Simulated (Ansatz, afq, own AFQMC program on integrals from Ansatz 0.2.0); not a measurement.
# AlH4⁺, triplet in cc-pVTZ, levels against CCSDT(Q)

```xyz
5

Al   -0.0599    0.0001   -0.1328
H     0.4487    0.0018    1.9858
H    -0.3171   -0.0089    1.9564
H     0.7333    1.3833   -0.1888
H     0.7376   -1.3801   -0.1993
```

Basis cc-pVTZ. Only valence electrons are correlated. Ansatz 0.2.0 and our own AFQMC program on the same integrals; the CISD trial comes from CCSD amplitudes, and released means the phaseless constraint is let go. Free AFQMC starts from the CCSD state and is never constrained. Its projection time is finite, and what remains of the start isn't in its error. ± is one standard error of the sampling.

Determinant: UHF, the one that the program's search chose, which needn't be the lowest solution. The geometry is a PBE0/def2-TZVP stationary point of this or a neighbouring charge and spin state.

No full CI on the walks' own integrals is used here; CCSDT(Q) serves as the reference and is uncertain by about the last step of the cluster series.

Cautions: lower spins were not checked; unrestricted determinant slightly spin contaminated (⟨S²⟩ 2.07 against 2.00); the released energies are still falling, so no released level is given (meV from the phaseless value at times in 1/Eh: -5.7 ± 2.2 at 0.24, -10.2 ± 2.2 at 0.51, -13.6 ± 2.3 at 0.99, -15.1 ± 1.8 at 1.62, -17.3 ± 1.8 at 2.40).

- T1 diagnostic: 0.0292
- weight of the determinant in the CISD state: 0.911
- ⟨S²⟩ of the determinant: 2.072
- size of the correlated space: 6 electrons in 85 orbitals

```tsv
level	correlation energy (eV)
MP2	-2.1040
CCSD	-2.8391
CCSD(T)	-2.8962
```

Estimate where phaseless AFQMC with the Hartree–Fock trial lies against CCSD(T) on the same integrals.

11.7 ± 2.0 kJ/mol above CCSD(T).

Reference: CCSDT(Q), correlation energy -2.916 eV.

| level | E − E(reference) (kJ/mol) | share of correlation (%) |
| --- | --- | --- |
| CCSD(T) | 1.9 | 99.31 |
| CCSDT | 0.1 | 99.96 |
| ph-AFQMC/HF | 13.6 ± 2.0 | 95.15 |
| ph-AFQMC/CISD | 2.1 ± 0.2 | 99.24 |
| free AFQMC | 0.1 ± 0.2 | 99.98 |

Free projections are given only where their last times agree within the noise and don't stop above the reference; a slow remainder of the start can still hide under it.
